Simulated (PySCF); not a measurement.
C2H4O2, SMILES CC(=O)O.

Geometry optimised at PBE0-D3(BJ)/def2-SVP. One conformer was computed; it need not be the lowest.

Calculation: ωB97X/def2-TZVPD (PySCF).

Symmetry labels are those of the subgroup Cs that the program uses (full group Cs).

**Question.** List the valence orbital energies around the gap with their symmetry. (An estimate is asked for; the answer gives what the named calculation found.)

**Answer.** 
| orbital | symmetry | energy (eV) |
|---|---|---|
| HOMO−7 | A' | -16.67 |
| HOMO−6 | A' | -16.43 |
| HOMO−5 | A" | -16.20 |
| HOMO−4 | A' | -14.26 |
| HOMO−3 | A' | -13.93 |
| HOMO−2 | A" | -13.77 |
| HOMO−1 | A" | -11.91 |
| HOMO | A' | -10.67 |
| LUMO | A' | 1.67 |
| LUMO+1 | A" | 2.37 |
| LUMO+2 | A' | 2.52 |
| LUMO+3 | A' | 2.95 |
